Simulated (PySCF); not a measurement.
**S₃⁻: a ladder of methods**

How much do the numbers for S₃⁻ (doublet) hang on the method? All levels run at one geometry, the PBE0 minimum.

Program: PySCF 2.14.0. Level of theory: several methods, basis S def2-SVPD, no relativity, density fitting. These are calculated values, not measurements.

**1. Where the work starts**

3 atoms, charge -1, spin multiplicity 2.

Bond lengths: S1–S2 2.011 Å, S1–S3 2.011 Å. Angles: S2–S1–S3 114.9°.

Z-matrix (Å, degrees; charge -1 multiplicity 2):
```
S
S  1 2.0106
S  1 2.0106 2 114.90
```

**2. PBE0**

One driver script runs all steps and calls PySCF; scf.py shows the equivalent input of each level. Each SCF starts from the density of the minimum. The driver also runs the species with one electron less or more at the same geometry (one less: multiplicity 1); their logs are not shown.

scf.py reads:

```python
from pyscf import gto, scf, dft
mol = gto.M(atom='''
S     -0.000000     0.000000    -0.721228
S      1.694766    -0.000000     0.360614
S     -1.694766     0.000000     0.360614''',
    basis={'S': 'def2-SVPD'},
    charge=-1, spin=1)
mf = dft.UKS(mol, xc='PBE0')
mf.grids.atom_grid = (99, 590)
aux = {'S': 'def2-universal-JKFIT'}
mf = mf.density_fit(auxbasis=aux)
mf.kernel()
```

What it wrote:

```text
init E= -1193.87295684363
[... the frontier-level lines of each cycle are left out ...]
cycle= 1 E= -1193.87295684366  delta_E= -2.39e-11  |g|= 1.11e-05  |ddm|= 5.54e-05
Extra cycle  E= -1193.8729568435  delta_E= 1.6e-10  |g|= 1.92e-05  |ddm|= 3.72e-05
converged SCF energy = -1193.8729568435  <S^2> = 0.75459022  2S+1 = 2.004585
```

This level, with the species of one electron less or more, ran for 2.3 s (4 threads, shared host).

| Quantity | Value |
| --- | --- |
| energy | -1193.872957 Eh |
| one electron less (charge +0) | -1193.765771 Eh (singlet, ⟨S²⟩ 0.00) |
| Mulliken charge of S1 | -0.06 e |

**3. HF**

Edit scf.py of step 2 so:

```diff
@@ -8,2 +8 @@
-mf = dft.UKS(mol, xc='PBE0')
-mf.grids.atom_grid = (99, 590)
+mf = scf.UHF(mol)
```

What it wrote:

```text
init E= -1192.2496481894
[... the frontier-level lines of each cycle are left out ...]
cycle= 1 E= -1192.26560994896  delta_E= -0.016  |g|= 0.0388  |ddm|= 0.247
cycle= 2 E= -1192.2675145446  delta_E= -0.0019  |g|= 0.0192  |ddm|= 0.0906
cycle= 3 E= -1192.26803852144  delta_E= -0.000524  |g|= 0.0117  |ddm|= 0.045
cycle= 4 E= -1192.26834821306  delta_E= -0.00031  |g|= 0.00449  |ddm|= 0.0433
cycle= 5 E= -1192.26842138584  delta_E= -7.32e-05  |g|= 0.00306  |ddm|= 0.0153
cycle= 6 E= -1192.268467333  delta_E= -4.59e-05  |g|= 0.0014  |ddm|= 0.0159
cycle= 7 E= -1192.26847840571  delta_E= -1.11e-05  |g|= 0.000591  |ddm|= 0.00869
cycle= 8 E= -1192.26847996813  delta_E= -1.56e-06  |g|= 0.000161  |ddm|= 0.00392
cycle= 9 E= -1192.26848004438  delta_E= -7.62e-08  |g|= 6.08e-05  |ddm|= 0.000839
cycle= 10 E= -1192.26848005557  delta_E= -1.12e-08  |g|= 2.8e-05  |ddm|= 0.000307
cycle= 11 E= -1192.26848005843  delta_E= -2.86e-09  |g|= 1.14e-05  |ddm|= 0.000158
cycle= 12 E= -1192.26848005894  delta_E= -5.08e-10  |g|= 5.08e-06  |ddm|= 6.65e-05
Extra cycle  E= -1192.268480059  delta_E= -6.43e-11  |g|= 3.69e-06  |ddm|= 1.27e-05
converged SCF energy = -1192.268480059  <S^2> = 0.77642537  2S+1 = 2.0262531
```

This level, with the species of one electron less or more, took 0.7 s.

- energy: -1192.268480 Eh
- one electron less (charge +0): -1192.156665 Eh (singlet, ⟨S²⟩ 0.00)
- Mulliken charge of S1: +0.05 e

**4. MP2**

Edit scf.py of step 3 so:

```diff
@@ -11,0 +12,2 @@
+from pyscf.mp import dfump2
+dfump2.DFUMP2(mf, frozen=15).kernel()  # the driver gives MP2 a fitting basis of its own (RI)
```

What it wrote:

```text
init E= -1192.2496481894
[... the frontier-level lines of each cycle are left out ...]
cycle= 1 E= -1192.26560994896  delta_E= -0.016  |g|= 0.0388  |ddm|= 0.247
cycle= 2 E= -1192.2675145446  delta_E= -0.0019  |g|= 0.0192  |ddm|= 0.0906
cycle= 3 E= -1192.26803852144  delta_E= -0.000524  |g|= 0.0117  |ddm|= 0.045
cycle= 4 E= -1192.26834821306  delta_E= -0.00031  |g|= 0.00449  |ddm|= 0.0433
cycle= 5 E= -1192.26842138584  delta_E= -7.32e-05  |g|= 0.00306  |ddm|= 0.0153
cycle= 6 E= -1192.268467333  delta_E= -4.59e-05  |g|= 0.0014  |ddm|= 0.0159
cycle= 7 E= -1192.26847840571  delta_E= -1.11e-05  |g|= 0.000591  |ddm|= 0.00869
cycle= 8 E= -1192.26847996813  delta_E= -1.56e-06  |g|= 0.000161  |ddm|= 0.00392
cycle= 9 E= -1192.26848004437  delta_E= -7.62e-08  |g|= 6.08e-05  |ddm|= 0.000839
cycle= 10 E= -1192.26848005557  delta_E= -1.12e-08  |g|= 2.8e-05  |ddm|= 0.000307
cycle= 11 E= -1192.26848005843  delta_E= -2.85e-09  |g|= 1.14e-05  |ddm|= 0.000158
cycle= 12 E= -1192.26848005893  delta_E= -5.05e-10  |g|= 5.08e-06  |ddm|= 6.65e-05
Extra cycle  E= -1192.268480059  delta_E= -6.57e-11  |g|= 3.69e-06  |ddm|= 1.27e-05
converged SCF energy = -1192.268480059  <S^2> = 0.77642537  2S+1 = 2.0262531
```

This level, with the species of one electron less or more, took 1 s.

| Quantity | Value |
| --- | --- |
| energy | -1192.683062 Eh |
| one electron less (charge +0) | -1192.598998 Eh (singlet, ⟨S²⟩ 0.00) |
| MP2 correlation in its own fitting basis (same spin, opposite spin) | -0.41458 Eh (-0.11506, -0.29952) |

**5. PBE**

Edit scf.py of step 4 so:

```diff
@@ -8 +8,2 @@
-mf = scf.UHF(mol)
+mf = dft.UKS(mol, xc='PBE')
+mf.grids.atom_grid = (99, 590)
@@ -12,2 +12,0 @@
-from pyscf.mp import dfump2
-dfump2.DFUMP2(mf, frozen=15).kernel()  # the driver gives MP2 a fitting basis of its own (RI)
```

What it wrote:

```text
init E= -1193.78667686734
[... the frontier-level lines of each cycle are left out ...]
cycle= 1 E= -1193.78895838147  delta_E= -0.00228  |g|= 0.0205  |ddm|= 0.197
cycle= 2 E= -1193.78747655494  delta_E= 0.00148  |g|= 0.0514  |ddm|= 0.0831
cycle= 3 E= -1193.78922494431  delta_E= -0.00175  |g|= 0.00237  |ddm|= 0.0608
cycle= 4 E= -1193.78922906015  delta_E= -4.12e-06  |g|= 0.000649  |ddm|= 0.0052
cycle= 5 E= -1193.78922934109  delta_E= -2.81e-07  |g|= 0.000216  |ddm|= 0.00135
cycle= 6 E= -1193.78922936883  delta_E= -2.77e-08  |g|= 9e-05  |ddm|= 0.000381
cycle= 7 E= -1193.78922936609  delta_E= 2.74e-09  |g|= 0.000103  |ddm|= 0.000256
cycle= 8 E= -1193.789229375  delta_E= -8.91e-09  |g|= 1.21e-05  |ddm|= 0.000179
cycle= 9 E= -1193.78922937511  delta_E= -1.14e-10  |g|= 3.46e-06  |ddm|= 2.45e-05
Extra cycle  E= -1193.78922937511  delta_E= 7.28e-12  |g|= 4.95e-06  |ddm|= 1.27e-05
converged SCF energy = -1193.78922937511  <S^2> = 0.75152432  2S+1 = 2.0015237
```

This level, with the species of one electron less or more, took 4.8 s.

| Item | Value |
| --- | --- |
| energy | -1193.789229 Eh |
| one electron less (charge +0) | -1193.694457 Eh (singlet, ⟨S²⟩ 0.00) |
| Mulliken charge of S1 | -0.09 e |

**6. CCSD(T)**

Edit scf.py of step 5 so:

```diff
@@ -8,2 +8 @@
-mf = dft.UKS(mol, xc='PBE')
-mf.grids.atom_grid = (99, 590)
+mf = scf.UHF(mol)
@@ -12,0 +12,3 @@
+from pyscf import cc
+mycc = cc.CCSD(mf, frozen=15).run()
+mycc.ccsd_t()
```

What it wrote:

```text
init E= -1192.2496481894
[... the frontier-level lines of each cycle are left out ...]
cycle= 1 E= -1192.26560994896  delta_E= -0.016  |g|= 0.0388  |ddm|= 0.247
cycle= 2 E= -1192.2675145446  delta_E= -0.0019  |g|= 0.0192  |ddm|= 0.0906
cycle= 3 E= -1192.26803852144  delta_E= -0.000524  |g|= 0.0117  |ddm|= 0.045
cycle= 4 E= -1192.26834821306  delta_E= -0.00031  |g|= 0.00449  |ddm|= 0.0433
cycle= 5 E= -1192.26842138584  delta_E= -7.32e-05  |g|= 0.00306  |ddm|= 0.0153
cycle= 6 E= -1192.268467333  delta_E= -4.59e-05  |g|= 0.0014  |ddm|= 0.0159
cycle= 7 E= -1192.26847840571  delta_E= -1.11e-05  |g|= 0.000591  |ddm|= 0.00869
cycle= 8 E= -1192.26847996813  delta_E= -1.56e-06  |g|= 0.000161  |ddm|= 0.00392
cycle= 9 E= -1192.26848004438  delta_E= -7.62e-08  |g|= 6.08e-05  |ddm|= 0.000839
cycle= 10 E= -1192.26848005558  delta_E= -1.12e-08  |g|= 2.8e-05  |ddm|= 0.000307
cycle= 11 E= -1192.26848005843  delta_E= -2.85e-09  |g|= 1.14e-05  |ddm|= 0.000158
cycle= 12 E= -1192.26848005893  delta_E= -5.07e-10  |g|= 5.08e-06  |ddm|= 6.65e-05
Extra cycle  E= -1192.268480059  delta_E= -6.55e-11  |g|= 3.69e-06  |ddm|= 1.27e-05
converged SCF energy = -1192.268480059  <S^2> = 0.77642537  2S+1 = 2.0262531
CCSD nocc = (np.int64(10), np.int64(9)), nmo = (66, 66)
Init t2, MP2 energy = -0.414555754408773
UCCSD converged
E(UCCSD) = -1192.713167402957  E_corr = -0.444687343956839
UCCSD(T) correction = -0.0220010773530806
```

This level, with the species of one electron less or more, ran for 42 s (4 threads, shared host).

| Property | Result |
| --- | --- |
| energy | -1192.735168 Eh |
| one electron less (charge +0) | -1192.648260 Eh (singlet, ⟨S²⟩ 0.00) |
| MP2 correlation in its own fitting basis (same spin, opposite spin) | -0.41458 Eh (-0.11506, -0.29952) |
| CCSD, (T) | -0.44469, -0.02200 Eh; T1 0.024, D1 0.079 |

**7. r2SCAN**

Edit scf.py of step 6 so:

```diff
@@ -8 +8,2 @@
-mf = scf.UHF(mol)
+mf = dft.UKS(mol, xc='R2SCAN')
+mf.grids.atom_grid = (99, 590)
@@ -12,3 +12,0 @@
-from pyscf import cc
-mycc = cc.CCSD(mf, frozen=15).run()
-mycc.ccsd_t()
```

What it wrote:

```text
init E= -1194.21477816927
[... the frontier-level lines of each cycle are left out ...]
cycle= 1 E= -1194.21558075174  delta_E= -0.000803  |g|= 0.00575  |ddm|= 0.137
cycle= 2 E= -1194.21550371172  delta_E= 7.7e-05  |g|= 0.0123  |ddm|= 0.0215
cycle= 3 E= -1194.21560312735  delta_E= -9.94e-05  |g|= 0.00121  |ddm|= 0.015
cycle= 4 E= -1194.21560402061  delta_E= -8.93e-07  |g|= 0.000376  |ddm|= 0.00211
cycle= 5 E= -1194.21560412115  delta_E= -1.01e-07  |g|= 9.96e-05  |ddm|= 0.000697
cycle= 6 E= -1194.21560412763  delta_E= -6.48e-09  |g|= 3.67e-05  |ddm|= 0.000198
cycle= 7 E= -1194.21560412767  delta_E= -4.07e-11  |g|= 3.64e-05  |ddm|= 0.000103
cycle= 8 E= -1194.21560412871  delta_E= -1.03e-09  |g|= 1.06e-05  |ddm|= 7.36e-05
cycle= 9 E= -1194.2156041288  delta_E= -9.69e-11  |g|= 1.41e-06  |ddm|= 2.02e-05
Extra cycle  E= -1194.21560412881  delta_E= -2.73e-12  |g|= 1.56e-06  |ddm|= 5.44e-06
converged SCF energy = -1194.21560412881  <S^2> = 0.75354365  2S+1 = 2.0035405
```

This level, with the species of one electron less or more, took 9.2 s.

```
energy                        : -1194.215604 Eh
one electron less (charge +0) : -1194.113609 Eh (singlet, ⟨S²⟩ 0.00)
Mulliken charge of S1         : -0.03 e
```

**8. B3LYP**

Edit scf.py of step 7 so:

```diff
@@ -8 +8 @@
-mf = dft.UKS(mol, xc='R2SCAN')
+mf = dft.UKS(mol, xc='B3LYP')
```

What it wrote:

```text
init E= -1194.3377341675
[... the frontier-level lines of each cycle are left out ...]
cycle= 1 E= -1194.33888440417  delta_E= -0.00115  |g|= 0.00739  |ddm|= 0.203
cycle= 2 E= -1194.33890902408  delta_E= -2.46e-05  |g|= 0.0048  |ddm|= 0.0281
cycle= 3 E= -1194.3389233141  delta_E= -1.43e-05  |g|= 0.000471  |ddm|= 0.00972
cycle= 4 E= -1194.33892347047  delta_E= -1.56e-07  |g|= 0.000184  |ddm|= 0.000945
cycle= 5 E= -1194.33892349668  delta_E= -2.62e-08  |g|= 5.41e-05  |ddm|= 0.000405
cycle= 6 E= -1194.33892349852  delta_E= -1.84e-09  |g|= 3.94e-05  |ddm|= 0.000108
cycle= 7 E= -1194.33892349949  delta_E= -9.69e-10  |g|= 1.83e-05  |ddm|= 6.95e-05
Extra cycle  E= -1194.33892349877  delta_E= 7.21e-10  |g|= 3.69e-05  |ddm|= 7.33e-05
converged SCF energy = -1194.33892349877  <S^2> = 0.75377888  2S+1 = 2.0037753
```

This level, with the species of one electron less or more, took 4.1 s.

```
energy                        : -1194.338923 Eh
one electron less (charge +0) : -1194.235049 Eh (singlet, ⟨S²⟩ 0.00)
Mulliken charge of S1         : -0.05 e
```

**9. TPSSh**

Edit scf.py of step 8 so:

```diff
@@ -8 +8 @@
-mf = dft.UKS(mol, xc='B3LYP')
+mf = dft.UKS(mol, xc='TPSSH')
```

What it wrote:

```text
init E= -1194.34081137443
[... the frontier-level lines of each cycle are left out ...]
cycle= 1 E= -1194.34112204471  delta_E= -0.000311  |g|= 0.00563  |ddm|= 0.12
cycle= 2 E= -1194.34107954964  delta_E= 4.25e-05  |g|= 0.00986  |ddm|= 0.0214
cycle= 3 E= -1194.34114163419  delta_E= -6.21e-05  |g|= 0.00153  |ddm|= 0.0129
cycle= 4 E= -1194.34114325457  delta_E= -1.62e-06  |g|= 0.000271  |ddm|= 0.00227
cycle= 5 E= -1194.34114330832  delta_E= -5.37e-08  |g|= 0.000143  |ddm|= 0.000688
cycle= 6 E= -1194.34114332386  delta_E= -1.55e-08  |g|= 3.27e-05  |ddm|= 0.000256
cycle= 7 E= -1194.34114332488  delta_E= -1.02e-09  |g|= 1.6e-05  |ddm|= 9.19e-05
cycle= 8 E= -1194.34114332498  delta_E= -1.02e-10  |g|= 1.23e-05  |ddm|= 4.37e-05
Extra cycle  E= -1194.34114332392  delta_E= 1.05e-09  |g|= 3.78e-05  |ddm|= 7.87e-05
converged SCF energy = -1194.34114332392  <S^2> = 0.75338132  2S+1 = 2.0033785
```

This level, with the species of one electron less or more, took 7.1 s.

* energy: -1194.341143 Eh
* one electron less (charge +0): -1194.238349 Eh (singlet, ⟨S²⟩ 0.00)
* Mulliken charge of S1: -0.06 e

**10. LDA**

Edit scf.py of step 9 so:

```diff
@@ -8 +8 @@
-mf = dft.UKS(mol, xc='TPSSH')
+mf = dft.UKS(mol, xc='LDA,VWN')
```

What it wrote:

```text
init E= -1190.20622248842
[... the frontier-level lines of each cycle are left out ...]
cycle= 1 E= -1190.21188894475  delta_E= -0.00567  |g|= 0.0305  |ddm|= 0.289
cycle= 2 E= -1190.20898572369  delta_E= 0.0029  |g|= 0.0723  |ddm|= 0.113
cycle= 3 E= -1190.21239187528  delta_E= -0.00341  |g|= 0.00612  |ddm|= 0.086
cycle= 4 E= -1190.21241516236  delta_E= -2.33e-05  |g|= 0.00141  |ddm|= 0.0105
cycle= 5 E= -1190.21241647284  delta_E= -1.31e-06  |g|= 0.000361  |ddm|= 0.00243
cycle= 6 E= -1190.21241656444  delta_E= -9.16e-08  |g|= 7.13e-05  |ddm|= 0.000602
cycle= 7 E= -1190.21241655925  delta_E= 5.19e-09  |g|= 0.000104  |ddm|= 0.000239
cycle= 8 E= -1190.21241656801  delta_E= -8.76e-09  |g|= 2.14e-05  |ddm|= 0.000185
cycle= 9 E= -1190.21241656838  delta_E= -3.73e-10  |g|= 4.23e-06  |ddm|= 4.03e-05
Extra cycle  E= -1190.21241656836  delta_E= 1.66e-11  |g|= 5.99e-06  |ddm|= 1.62e-05
converged SCF energy = -1190.21241656836  <S^2> = 0.75084381  2S+1 = 2.0008436
```

This level, with the species of one electron less or more, ran for 4.7 s (4 threads, shared host).

* energy: -1190.212417 Eh
* one electron less (charge +0): -1190.115014 Eh (singlet, ⟨S²⟩ 0.00)
* Mulliken charge of S1: -0.12 e

**11. BP86**

Edit scf.py of step 10 so:

```diff
@@ -8 +8 @@
-mf = dft.UKS(mol, xc='LDA,VWN')
+mf = dft.UKS(mol, xc='B88,P86')
```

What it wrote:

```text
init E= -1194.42285245647
[... the frontier-level lines of each cycle are left out ...]
cycle= 1 E= -1194.42513143569  delta_E= -0.00228  |g|= 0.0201  |ddm|= 0.194
cycle= 2 E= -1194.42379855981  delta_E= 0.00133  |g|= 0.0491  |ddm|= 0.0807
cycle= 3 E= -1194.42538939013  delta_E= -0.00159  |g|= 0.00384  |ddm|= 0.0585
cycle= 4 E= -1194.42539937413  delta_E= -9.98e-06  |g|= 0.00106  |ddm|= 0.00789
cycle= 5 E= -1194.42540002409  delta_E= -6.5e-07  |g|= 0.000372  |ddm|= 0.00198
cycle= 6 E= -1194.42540013975  delta_E= -1.16e-07  |g|= 7.48e-05  |ddm|= 0.000563
cycle= 7 E= -1194.42540012456  delta_E= 1.52e-08  |g|= 9.62e-05  |ddm|= 0.00023
cycle= 8 E= -1194.42540012993  delta_E= -5.37e-09  |g|= 5.36e-05  |ddm|= 0.000217
cycle= 9 E= -1194.42540014413  delta_E= -1.42e-08  |g|= 2.63e-06  |ddm|= 8.37e-05
cycle= 10 E= -1194.42540014413  delta_E= -4.55e-12  |g|= 6.72e-07  |ddm|= 7.58e-06
Extra cycle  E= -1194.42540014414  delta_E= -2.27e-12  |g|= 5.4e-07  |ddm|= 2.76e-06
converged SCF energy = -1194.42540014414  <S^2> = 0.75148523  2S+1 = 2.0014847
```

This level, with the species of one electron less or more, took 4.6 s.

- energy: -1194.425400 Eh
- one electron less (charge +0): -1194.327662 Eh (singlet, ⟨S²⟩ 0.00)
- Mulliken charge of S1: -0.08 e

The dipole of an ion depends on the origin, here the centre of mass.

**12. All levels side by side**

| level | vertical ionisation energy (eV) | −ε(HOMO) (eV) | gap (eV) | dipole (D) | wall time |
| --- | --- | --- | --- | --- | --- |
| PBE0 | 2.92 | 0.93 | 2.47 | 1.04 | 2.3 s |
| HF | 3.04 | 3.45 | 7.98 | 1.26 | 0.7 s |
| MP2 | 2.29 | – | – | – | 1 s |
| PBE | 2.58 | -0.24 | 0.65 | 1.02 | 4.8 s |
| CCSD(T) | 2.36 | – | – | – | 42 s |
| r2SCAN | 2.78 | 0.01 | 0.95 | 1.02 | 9.2 s |
| B3LYP | 2.83 | 0.68 | 2.05 | 1.07 | 4.1 s |
| TPSSh | 2.80 | 0.34 | 1.50 | 1.03 | 7.1 s |
| LDA | 2.65 | -0.20 | 0.50 | 1.01 | 4.7 s |
| BP86 | 2.66 | -0.16 | 0.63 | 1.02 | 4.6 s |

Times are for 4 threads, shared host; PBE0 starts from its own converged density, so its time is not comparable. A dash stands where a species or a free atom was not run at that level, or the quantity is not defined.

**13. Summary of results**

```
                                    quantity                       value
         vertical ionisation energy, CCSD(T)                     2.36 eV
                          orbital gap, range  0.50 (LDA) to 7.98 (HF) eV
                                      T1, D1                0.024, 0.079
T1, D1 of the species with one electron less                0.027, 0.067
```

For the vertical ionisation energy, MP2 comes nearest to CCSD(T) (-0.08 eV) and HF is farthest (+0.68 eV). In so small a basis CCSD(T) is itself short of its limit. MP2 costs 1 s against 42 s for CCSD(T), a factor of about 40, and lands within 0.08 eV. PBE's −ε(HOMO), -0.2 eV, falls 2.6 eV short of the ionisation energy, while its energy difference gives 2.6 eV.
